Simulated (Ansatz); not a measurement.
in.yaml

```yaml
crystal:
  periodic: [false, false, false]
  atoms:
    - {symbol: C, position_ang: [-0.139121, 0.000000, 0.000000]}
    - {symbol: H, position_ang: [-0.502327, 1.027301, 0.000000]}
    - {symbol: H, position_ang: [-0.502327, -0.513650, 0.889668]}
    - {symbol: H, position_ang: [-0.502327, -0.513650, -0.889669]}
    - {symbol: H, position_ang: [1.189879, 0.000000, 0.000000]}
    - {symbol: H, position_ang: [1.974879, 0.000000, 0.000000]}
basis:
  gaussian: {orbitals: 6-31G}
magnetization: {spin_polarized: false, initial_magnetization: 1}
correlation: {method: fic_mrcisd_q_relaxed, electrons: outside_noble_gas, active_space: {window: {electrons: 9, orbitals: 9}, shells: [{species: C, l: s, shell: 2}, {species: C, l: p, shell: 2}, {species: H, l: s, shell: 1}]}}
```

```sh
$ ansatz run in.yaml --threads 1 --pin off --events-out ev --progress --plain --max-ram 2393MiB
```

Log:

```
443 factors; integrals over basis functions are off by at most 1.4e-7 eV
mean field evaluation 1: about -1104.7683 eV, gradient 1.3e1 eV
mean field evaluation 2: about -1104.7643 eV, gradient 1.3e1 eV
mean field evaluation 4: about -1105.3526 eV, gradient 1.5e0 eV
mean field evaluation 8: about -1105.3622 eV, gradient 2.5e-3 eV
mean field -1105.36217621 eV, -40.6213107345 hartree, gradient 3.3e-6 eV, S^2 0.750000; 0 other end points of the search recorded, 0 dependent functions left out
reference -1105.36217621 eV, -40.6213107345 hartree; 6, 5 occupied and 13, 14 virtual orbitals, 443 factors
state -1107.84379927 eV, -40.7125086997 hartree
contracted CI cycle   1: correlation -0.00000000 eV, -0.0000000000 hartree, residual 8.57e0 eV
contracted CI cycle   2: correlation -1.12383381 eV, -0.0413001308 hartree, residual 1.94e0 eV
contracted CI cycle   3: correlation -1.17555539 eV, -0.0432008637 hartree, residual 7.28e-1 eV
contracted CI cycle   4: correlation -1.18237865 eV, -0.0434516141 hartree, residual 2.46e-1 eV
contracted CI cycle   5: correlation -1.18319062 eV, -0.0434814533 hartree, residual 8.86e-2 eV
contracted CI cycle   6: correlation -1.18330090 eV, -0.0434855060 hartree, residual 3.29e-2 eV
contracted CI cycle   7: correlation -1.18331782 eV, -0.0434861279 hartree, residual 1.47e-2 eV
contracted CI cycle   8: correlation -1.18332256 eV, -0.0434863021 hartree, residual 8.19e-3 eV
contracted CI cycle   9: correlation -1.18332372 eV, -0.0434863447 hartree, residual 3.78e-3 eV
contracted CI cycle  10: correlation -1.18332394 eV, -0.0434863527 hartree, residual 1.68e-3 eV
contracted CI cycle  11: correlation -1.18332398 eV, -0.0434863540 hartree, residual 6.76e-4 eV
state -1107.84379927 eV, -40.7125086997 hartree; corrected -1109.05159374 eV, -40.7568943278 hartree
Total energy: -1109.05159374 eV, -40.7568943278 hartree
Checks for a lower state left out: starts, orbital_swaps
```

For the same geometry and basis full CI lies 3.2 meV higher.

Ran on 1 thread of Arm Neoverse V1, shared host: 4.9 s wall, 0.32 GiB peak host memory.
